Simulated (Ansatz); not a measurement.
System: fcc Pd. Method: r²SCANh (plane waves, PAW; Ansatz, a program for electronic structure).

Numerical settings: plane-wave cutoff 520 eV, 14×14×14 k mesh, Fermi–Dirac smearing 0.05 eV, scalar-relativistic PAW data made under PBE.

Computed at the level's own relaxed cell.

**Question.** Predict the equilibrium volume per atom, bulk modulus, equilibrium lattice constant a and pressure derivative B′ of the bulk modulus.

**Answer.** 
- equilibrium volume per atom = 14.87 Å³/atom
- bulk modulus = 184 GPa
- equilibrium lattice constant a = 3.903 Å
- pressure derivative B′ of the bulk modulus = 5.6

Measured, for comparison: equilibrium volume per atom 14.56 Å³/atom, lattice constant a 3.876 Å (static lattice: zero-point anharmonic expansion removed; as tabulated in Mejia-Rodriguez and Trickey (2018), arXiv:1807.09216); bulk modulus 195 GPa (zero-point energy and finite temperature contributions removed, our sources range from 187 to 198; as tabulated in doi:10.1021/acs.jctc.3c00612). Computed (rounded) less measured: equilibrium volume per atom +2.1 %, bulk modulus -6 % (-2 % to -7 % over the range), lattice constant a +0.7 %.
